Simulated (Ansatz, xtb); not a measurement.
**A geometry optimisation of C2H4Si− with r2SCAN-D4/def2-SVPD**

The starting geometry of this gas-phase doublet has its atoms placed at random.

```yaml
atoms:
  - { symbol: C, position_ang: [-0.7480, 0.5272, -0.2201] }
  - { symbol: C, position_ang: [-1.0978, 1.3076, 1.1489] }
  - { symbol: Si, position_ang: [1.6955, -0.1611, 0.1324] }
  - { symbol: H, position_ang: [1.6681, 1.3248, 0.4625] }
  - { symbol: H, position_ang: [1.0624, -1.4001, -0.7450] }
  - { symbol: H, position_ang: [-2.1504, 0.3326, -0.2493] }
  - { symbol: H, position_ang: [0.6551, 0.9579, 0.9247] }
```

Q: Guess where an optimisation with r2SCAN-D4/def2-SVPD ends from this start.

A: It ends as `[H]/[C]=C\[SiH2-]`. Distances that change by over a tenth: C1–C2 (1.61 → 1.31 Å). Contacts that open: Si3–H7 (1.72 → 3.32 Å). Contacts that close: C1–Si3 (2.56 → 2.00 Å), C1–H6 (1.42 → 1.11 Å), C2–H7 (1.80 → 1.10 Å).

The energy falls by 8.33 eV over 21 steps:

| step | E − E(last) (eV) |
| --- | --- |
| 1 | 8.330 |
| 3 | 4.496 |
| 5 | 2.007 |
| 8 | 0.740 |
| 10 | 0.451 |
| 12 | 0.331 |
| 14 | 0.181 |
| 17 | 0.013 |
| 19 | 0.002 |
| 21 | 0.000 |

Final geometry (Å):

```xyz
7

C    -0.4524    0.5570    0.2939
C    -0.9703    0.9847    1.4234
Si    1.4363   -0.0417    0.0269
H     1.6750    0.9433   -1.1512
H     1.0387   -1.1761   -0.9595
H    -1.0881    0.5196   -0.6097
H    -0.5541    1.1018    2.4303
```

From the same start GFN2-xTB ends elsewhere, in pieces: H3Si + C2H.

From so rough a start the end depends on the optimiser's path, so another program may land elsewhere. No frequencies were run, so the end isn't proven a minimum. Open shells are spin-unrestricted. Run with Ansatz 0.2.0, 5.9 min on 2 threads of AMD EPYC (Zen 3), with other jobs on the host.
